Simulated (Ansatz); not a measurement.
C$_{3}$H$_{5}$ClO (`ClCC1CO1`), relaxed with RKS PBE-D4/def2-SVP in the Gaussian-basis code of Ansatz from a rough embedded geometry. The force threshold is 0.03 eV/Å; the program also tests the step.

The species carries charge 0 and has multiplicity 1.

Start:

```xyz
10

Cl   -1.880    0.627    1.323
C    -0.177    0.857    0.875
C    -0.015    0.317   -0.488
C     0.360   -1.213   -0.731
O     1.328   -0.171   -0.790
H     0.094    1.929    0.892
H     0.455    0.321    1.618
H    -0.474    0.829   -1.277
H     0.320   -1.854    0.191
H    -0.012   -1.642   -1.613
```

Problem. How much energy does the relaxation release, and in how many steps? (Estimate.)

Solution. The calculation gave: 41.48 kJ/mol, in 5 steps.

Problem. Which bonds change most? (Estimate.)

Solution. The calculation gave: C3–C4 from 1.595 to 1.472 Å; C3–H8 from 1.046 to 1.108 Å; C4–H10 from 1.048 to 1.106 Å; C2–C3 from 1.474 to 1.508 Å.

Problem. Give the relaxed structure. (Estimate.)

Solution. The calculation gave: 
```xyz
10

Cl   -1.919    0.748    1.364
C    -0.182    0.832    0.879
C     0.006    0.263   -0.505
C     0.323   -1.162   -0.697
O     1.337   -0.157   -0.813
H     0.119    1.897    0.923
H     0.415    0.261    1.615
H    -0.525    0.804   -1.313
H     0.396   -1.824    0.187
H     0.031   -1.663   -1.640
```
